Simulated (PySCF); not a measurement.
Compound: ethynylalumane, C2H3Al.
Atom-mapped SMILES: `[CH:1]#[C:2][AlH2:3]` (hydrogens: H4 on C1; H5, H6 on Al3)

Structure used (PBE0-D3(BJ)/def2-SVP), in Å, numbered top down from 1:
```
atom  x, y, z in Å
C1     1.792   -0.186   -0.407
C2     0.607   -0.062   -0.135
Al3   -1.250    0.130    0.288
H4     2.834   -0.294   -0.653
H5    -2.164   -1.163    0.311
H6    -1.815    1.577    0.601
```

Theory: PySCF 2.14.0, density-fitted response routines, TDDFT wB97X-D/def2-SVPD, vertical, gas phase, core orbitals frozen in the response.

Frontier orbitals with the atoms that hold most of them (Löwdin shares over 4%, at most four atoms; ? is withheld):

```tsv
orbital	ε (eV)	atoms
HOMO-3	-11.78	Al3 36%, C2 22%, H5 18%, H6 18%
HOMO-2	-10.91	Al3 31%, H6 20%, H5 20%, C2 16%
HOMO-1	-10.28	?
HOMO	-9.90	?
LUMO	-0.18	Al3 55%, C2 17%, C1 11%, H5 8%
LUMO+1	1.72	Al3 82%, C1 6%
LUMO+2	1.95	C1 34%, C2 32%, Al3 18%, H4 7%
```

Q: Give the leading atoms of the HOMO.

A: C1 (bonded to C and H) 33%; C2 (bonded to Al and C) 32%; Al3 (bonded to C and 2 H) 13%; H6 (bonded to Al) 9%. By element: carbon 66%, aluminium 13%, hydrogen 9% or more.

Q: Give the leading atoms of the HOMO-1.

A: C2 (bonded to Al and C) 45%; C1 (bonded to C and H) 44%; Al3 (bonded to C and 2 H) 6%; H4 (bonded to C) 4%. By element: carbon 90%, aluminium 6%, hydrogen 4% or more.

Q: How does S1 compare with the orbital gap of 9.72 eV?

A: S1 is at 4.81 eV (f = 0.0000), 4.91 eV below the gap, made of HOMO→LUMO (93%). Without the coupling terms of the response equations the lowest excitation would equal the gap.

Q: One configuration dominates each of S1, S2 and S3. Which, and how do the shares of the two leading atoms of either orbital change from the occupied to the empty one?

A: 
- S1 (4.81 eV, f 0.0000), HOMO→LUMO (93%): C1 33% → 11%, C2 32% → 17%, Al3 13% → 55%
- S2 (5.60 eV, f 0.034), HOMO-1→LUMO (75%): C2 45% → 17%, C1 44% → 11%, Al3 6% → 55%
- S3 (5.72 eV, f 0.0000), HOMO-2→LUMO (91%): Al3 31% → 55%, H6 20% → at most 8%, C2 16% → 17%
